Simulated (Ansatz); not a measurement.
Calculation: frozen-core CCSD(T)/def2-TZVPP in Ansatz (a quantum-chemistry and plane-wave program).

Ansatz 0.2 input:
```yaml
crystal:
  periodic: [false, false, false]
  atoms:
    - { symbol: F, position_ang: [0.0, 0.0, 0.0] }
basis:
  gaussian: { orbitals: def2-TZVPP }
correlation:
  method: ccsd_t
magnetization:
  spin_polarized: true
  initial_magnetization: 1
```

Output:

```
Functional definition: HF
205 factors; integrals over basis functions are off by at most 1.8e-4 eV
mean field evaluation 1: about -2704.9202 eV, gradient 9.0e0 eV
mean field evaluation 2: about -2704.9209 eV, gradient 9.0e0 eV
mean field evaluation 4: about -2705.1293 eV, gradient 9.4e-1 eV
mean field evaluation 8: about -2705.1328 eV, gradient 1.4e-3 eV
mean field evaluation 16: about -2705.1328 eV, gradient 6.3e-2 eV
mean field evaluation 32: about -2705.1289 eV, gradient 8.7e-1 eV
mean field evaluation 64: about -2705.1328 eV, gradient 1.8e-3 eV
mean field -2705.13284638 eV, -99.4117984997 hartree, gradient 7.7e-6 eV, S^2 0.753678; 4 other end points of the search recorded, 0 dependent functions left out
1 core orbitals not correlated
reference -2705.13284638 eV, -99.4117984997 hartree; 4, 3 occupied and 26, 27 virtual orbitals, 205 factors
second order -5.38212672 eV of doubles, -0.00000000 eV of singles
cycle   1  -5.62210069 eV  change   -2.4e-1 eV  update   2.6e-2
cycle   2  -5.69806773 eV  change   -7.6e-2 eV  update   7.5e-3
cycle   3  -5.71027582 eV  change   -1.2e-2 eV  update   3.0e-3
cycle   4  -5.70888986 eV  change    1.4e-3 eV  update   1.1e-3
cycle   5  -5.70951778 eV  change   -6.3e-4 eV  update   3.1e-4
cycle   6  -5.70957719 eV  change   -5.9e-5 eV  update   5.7e-5
cycle   7  -5.70957489 eV  change    2.3e-6 eV  update   1.3e-5
cycle   8  -5.70957153 eV  change    3.4e-6 eV  update   2.8e-6
perturbative correction -0.09345697 eV, -0.0034344804 hartree
Total energy: -2710.93587489 eV, -99.6250558639 hartree
```

Cost: around 0.8 core-seconds (rough).
